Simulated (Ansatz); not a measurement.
A made-up structure of Mg2SiH4, singlet:

| atom | x (Å) | y (Å) | z (Å) |
| --- | --- | --- | --- |
| Mg1 | -3.1014 | -1.3708 | -1.0852 |
| Mg2 | 1.6811 | 0.7432 | 0.5886 |
| Si3 | -0.5898 | -0.2600 | -0.2050 |
| H4 | -4.6020 | -2.0342 | -1.6111 |
| H5 | 3.0543 | -0.0688 | -0.0545 |
| H6 | 1.8955 | 0.6996 | 2.2946 |
| H7 | 1.8947 | 2.3936 | 0.1539 |

It is relaxed with PBE-D4/def2-SVP and then PBE0-D4/def2-TZVP (Ansatz 0.2.0). Atoms count as bonded within 1.22 times the sum of their covalent radii (H–H: 0.88 Å). The end point is not checked to be a true minimum.

Question: Does its bonding change? (Judge from chemistry; the calculation decides.)

Answer: By the calculation: Yes. Formed: Si3–H5, Si3–H6, Si3–H7; broken: Mg2–Si3, Mg2–H5, Mg2–H6, Mg2–H7.

Where it ends: The first stage lowers the energy by 5.69 eV in 16 steps. It ends as a complex of MgSiH₄ ([MgH][SiH3]) + Mg:
| atom | x (Å) | y (Å) | z (Å) |
| --- | --- | --- | --- |
| Mg1 | -2.0615 | -0.9116 | -0.7224 |
| Mg2 | 3.5235 | 1.5571 | 1.2335 |
| Si3 | 0.1910 | 0.0848 | 0.0672 |
| H4 | -3.5463 | -1.5685 | -1.2431 |
| H5 | 1.3835 | -0.6240 | -0.4936 |
| H6 | 0.3709 | 0.0443 | 1.5521 |
| H7 | 0.3714 | 1.5207 | -0.3126 |

Labels in which every atom is bracketed show which atoms are joined, not bond orders.

For scale, one of the runs: PBE0-D4/def2-TZVP relaxation, 125 basis functions, launched by `ansatz run in.yaml --threads 2 --pin off --events-out ev --progress --plain --max-ram 4352MiB`. The run took about 9 s on 2 CPU threads of an Intel Xeon 6975P-C (shared host).
